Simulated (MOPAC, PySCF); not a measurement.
AlF₃, SMILES `[F][Al]([F])[F]`, neutral singlet in the gas phase. 

Cartesian coordinates (Å):
SMILES: [F][Al]([F])[F]
```xyz
4

F     -0.9428    -1.3266    -0.0016
Al    -0.0001    -0.0001     0.0000
F      1.6202    -0.1531     0.0019
F     -0.6773     1.4798    -0.0003
```
Charge 0, spin multiplicity 1.

All levels are single points at this geometry (CAM-B3LYP-D3(BJ)/def2-TZVP); Pople sets use spherical d functions. Orbital energies aren't observables, and empty levels follow the basis.

B3LYP/3-21G in PySCF gives gap (eV) = 8.77.

Estimate the gap (eV) from each of these levels: CAM-B3LYP-D3(BJ)/def2-TZVP in PySCF; B3LYP/6-311+G** in PySCF; PBE/6-31G* in PySCF; SVWN5/6-31G* in PySCF; HF/STO-3G in PySCF; PM3 in MOPAC; PM6 in MOPAC; PM7 in MOPAC.


| level | gap (eV) |
|---|---|
| CAM-B3LYP-D3(BJ)/def2-TZVP in PySCF | 12.63 |
| B3LYP/6-311+G** in PySCF | 9.43 |
| PBE/6-31G* in PySCF | 6.94 |
| SVWN5/6-31G* in PySCF | 6.94 |
| HF/STO-3G in PySCF | 20.36 |
| PM3 in MOPAC | 13.11 |
| PM6 in MOPAC | 15.65 |
| PM7 in MOPAC | 15.50 |
